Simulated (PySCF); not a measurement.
ethylene cation (C2H4), SMILES C=C (connectivity only; charge and spin as stated), charge +1, multiplicity 2. Geometry: B3LYP-D3(BJ)/def2-TZVP. The multiplicity is an assumed one; other spin states were not compared.

Computed with PySCF with B3LYP-D3(BJ)/def2-TZVP.

Harmonic wavenumbers (cm⁻¹): 614, 788, 888, 1079, 1206, 1275, 1432, 1503, 3086, 3090, 3181, 3201. Rotational constants (GHz): 144.1, 27.84, 23.81; symmetry number 4.

### Question
Work out the zero-point energy and the ideal-gas rigid-rotor harmonic-oscillator thermochemistry at 298.15 K and 1 atm.

### Answer
ZPE = ½ Σ hcν = ½ × 21342 cm⁻¹ = 30.51 kcal/mol. H − E(el) = 33.10 kcal/mol. Entropy in cal/(mol K): translation 35.93, rotation 16.00, vibration 0.96, spin 1.38, total 54.27. G − E(el) = 16.92 kcal/mol. Cp = 10.97 cal/(mol K).
